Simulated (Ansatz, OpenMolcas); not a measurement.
Heat of formation of C2H2O (ethenone) from total energies

The species is C2H2O (5 atoms), meant as a singlet with charge 0. As SMILES, `C=C=O`. Geometry: relaxed at PBE0-D4/def2-TZVP.

Total energies at r2SCAN/aug-cc-pVDZ (OpenMolcas 26.06); the atoms run unrestricted:

```
species    state  energy (Eh)
  C2H2O  singlet  -152.538494
      C  triplet   -37.827851
      O  triplet   -75.039268
      H  doublet    -0.499471
```

Harmonic wavenumbers at PBE0-D4/def2-TZVP, in cm⁻¹: 443, 559, 594, 984, 1181, 1408, 2254, 3204, 3303.

Measured heats of formation of the gaseous atoms at 298.15 K, in kJ/mol: C 716.9, O 249.2, H 218.0. Spin-orbit lowering of the atoms at 298 K (mean of the ground term's levels less their thermal mean, from spectra), in kJ/mol: C 0.02, O 0.40. Take 1 Eh = 2625.50 kJ/mol, 1 cm⁻¹ = 0.0119627 kJ/mol, RT = 2.479 kJ/mol.

Task: Work out the heat of formation of the gas at 298 K.

Result: 
1. Electronic atomisation energy: 2 × (-37.827851) + (-75.039268) + 2 × (-0.499471) − (-152.538494) = 0.844582 Eh = 2217.4 kJ/mol.
2. Zero-point energy: half the sum of the wavenumbers, 6965 cm⁻¹ = 83.3 kJ/mol.
3. Thermal vibrational enthalpy, Σ hcν̃/(exp(hcν̃/kT) − 1): 1.8 kJ/mol. Translation, rotation and pV of a non-linear molecule: 4 RT = 9.9 kJ/mol.
4. The 5 free atoms carry 5/2 RT each: 31.0 kJ/mol.
5. Spin-orbit coupling lowers the free atoms by 2 × 0.02 + 0.40 = 0.4 kJ/mol.
6. Atomisation enthalpy at 298 K: 2217.4 − 0.4 − 83.3 − 1.8 − 9.9 + 31.0 = 2153.0 kJ/mol.
7. Sum of the atoms' heats of formation: 2119.0 kJ/mol. Heat of formation: 2119.0 − 2153.0 = -34.0 kJ/mol.

The tabulated value is -48.6 kJ/mol (Active Thermochemical Tables), so this level is off by +14.6 kJ/mol, or 0.7 % of the atomisation enthalpy. Anharmonicity and any spin-orbit splitting of the molecule are left out.
